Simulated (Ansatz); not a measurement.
Ge$_{13}$H$_{7}$: short dynamics, then relaxation

A packing of 20 atoms, thrown in at random and pushed apart as soft spheres with like charges further apart (13 Ge, 7 H) went through Langevin stages in a fixed cell of 17.70 Å³/atom, at one k point, without spin and with a Fermi–Dirac width of kT (0.05 eV at least). The calculation used DFT PBE, scalar-relativistic, plane waves, PAW in Ansatz.

```csv
thermostat (K),duration (fs),friction (1/fs),cutoff (eV),mean T (K),mean P (GPa),mean square displacement (Å²)
3000,18,0.030,320,3839,4.9,0.67
3000,124,0.030,420,3003,2.0,2.69
2160,110,0.030,420,2053,1.4,2.30
1200,118,0.030,420,1412,0.7,1.20
300,166,0.030,420,381,-0.9,0.92
```

Means run over the second half of a stage; pressure includes the kinetic part; displacements count from the stage's start, the atoms' common shift taken off.

Cell and atoms were then relaxed on coarser meshes and computed once more: Cutoff 420 eV; k points 5×5×4 on the computed 20-atom cell (Γ-centred); Gaussian smearing, width 0.10 eV; no spin polarisation.

**Question.** What structure is left?

**Answer.** One draw of many: 19.95 Å³/atom with no gap on the mesh, 0.23 eV/atom above the elements' standard states (static lattices, no corrections for gases) (a random packing after short dynamics, relaxed).

Counting as bonded all pairs within 1.2 times the summed covalent radii:

| atom → neighbour | mean count | mean length (Å) | spread (Å) |
| --- | --- | --- | --- |
| Ge → Ge | 3.54 | 2.56 | 0.09 |
| Ge → H | 0.39 | 1.58 | 0.04 |
| H → Ge | 0.71 | 1.58 | 0.04 |

Angles between all pairs of such bonds at an atom (mean ± spread): 106 ± 17° at Ge.

```
CELL_PARAMETERS angstrom
7.01521 -0.34877 0.78142
-0.37156 7.10150 0.49254
0.78096 0.46170 8.15593
ATOMIC_POSITIONS crystal
H 0.95931 0.26500 0.94567
H 0.61859 0.02691 0.98266
H 0.98792 0.89115 0.98149
H 0.66270 0.02975 0.70588
H 0.09048 0.58994 0.81727
H 0.30525 0.08786 0.90939
H 0.89001 0.85660 0.03831
Ge 0.94917 0.40484 0.78703
Ge 0.41768 0.08868 0.05514
Ge 0.15508 0.31541 0.53262
Ge 0.13537 0.51826 0.25735
Ge 0.56062 0.76023 0.41068
Ge 0.74986 0.86140 0.62333
Ge 0.63343 0.54551 0.80843
Ge 0.26908 0.84749 0.29901
Ge 0.72682 0.48352 0.29443
Ge 0.10621 0.95879 0.55729
Ge 0.49059 0.40769 0.57680
Ge 0.46849 0.42350 0.11195
Ge 0.31471 0.75828 0.72590
```

The final mesh leaves forces up to 0.26 eV/Å and stresses up to 0.5 GPa: the relaxation ran on a coarser mesh, so the cell's shape, its bonds and its energy belong partly to that mesh.

Cost: 6 runs of about 56 core-minutes in all (earlier runs that led there not counted), on Arm Neoverse V2 (shared hosts).